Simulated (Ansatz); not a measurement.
# BH (singlet): CAM-B3LYP, wB97M-V over a scan of the distance B1–H2, cc-pVQZ

Aim: run BH (singlet) with these functionals over a scan of the distance B1–H2, and hold them against the top wave-function level at the same points.

Method: cc-pVQZ, all electrons in the functionals; program: Ansatz 0.2.0, Gaussian basis.

To be run: CAM-B3LYP, wB97M-V, at 1.016 Å; 1.122 Å; 1.241 Å; 1.359 Å; 1.481 Å; 1.717 Å; 2.005 Å; 2.338 Å; 2.770 Å; 3.350 Å; 4.277 Å.

14 further runs of the same task are left out: 9 that didn't finish, 5 set aside as unsound or not needed.

**1. The system**

The geometry derives from a PBE0/def2-TZVP stationary point (not a proven minimum). One bond is set to the value named and the two fragments are kept rigid.

2 atoms, charge 0, spin multiplicity 1.

Atoms are counted from 1 here; the program's logs count them from 0.

Bond lengths: B1–H2 1.241 Å.

No dispersion term is added; wB97M-V holds VV10 nonlocal correlation.

The geometry shown and the zero of energy belong to the point 1.241 Å. The yardstick, FCI, and other wave-function levels (R restricted, U unrestricted, valence and pair active spaces) come from earlier runs.

**2. CAM-B3LYP, 1.016 Å**

in.yaml

```yaml
crystal:
  periodic: [false, false, false]
  atoms:
    - {symbol: B, position_ang: [0.000000, 0.000000, 0.000000]}
    - {symbol: H, position_ang: [0.000000, 0.000000, 1.016000]}
basis:
  gaussian: {orbitals: cc-pVQZ}
magnetization: {spin_polarized: true, initial_magnetization: 0}
hamiltonian: {xc: {name: CAM-B3LYP}}
```

Command:

```console
$ ansatz run in.yaml --threads 1 --pin off --events-out ev --progress --plain --max-ram 2393MiB
```

The runs that follow: CAM-B3LYP, 1.122 Å; CAM-B3LYP, 1.241 Å; CAM-B3LYP, 1.359 Å; CAM-B3LYP, 1.481 Å; CAM-B3LYP, 1.717 Å; CAM-B3LYP, 2.005 Å; CAM-B3LYP, 2.338 Å; CAM-B3LYP, 2.770 Å; CAM-B3LYP, 3.350 Å; CAM-B3LYP, 4.277 Å; wB97M-V, 1.016 Å; wB97M-V, 1.122 Å; wB97M-V, 1.241 Å; wB97M-V, 1.359 Å; wB97M-V, 1.481 Å; wB97M-V, 1.717 Å; wB97M-V, 2.005 Å; wB97M-V, 2.338 Å; wB97M-V, 2.770 Å; wB97M-V, 3.350 Å; wB97M-V, 4.277 Å.

**Question.** What will the summary of the whole plan be? Wanted: span of the FCI curve; largest miss, CAM-B3LYP; largest miss, wB97M-V.

As calculated:

```
               quantity                   value
  span of the FCI curve            351.6 kJ/mol
largest miss, CAM-B3LYP  +23.7 kJ/mol (2.338 Å)
  largest miss, wB97M-V  +26.7 kJ/mol (2.338 Å)
```

What this shows: Of the functionals, CAM-B3LYP keep the smallest largest miss at the points compared (at most 23.7 kJ/mol) and wB97M-V strays most (26.7 kJ/mol, at 2.338 Å). CAM-B3LYP, wB97M-V clearly break the spin symmetry at some points (⟨S²⟩ up to 1.00 above the pure value), so energy there is bought with a mixed spin. Functionals and the yardstick converge differently with the basis, so part of each miss in cc-pVQZ is the basis.
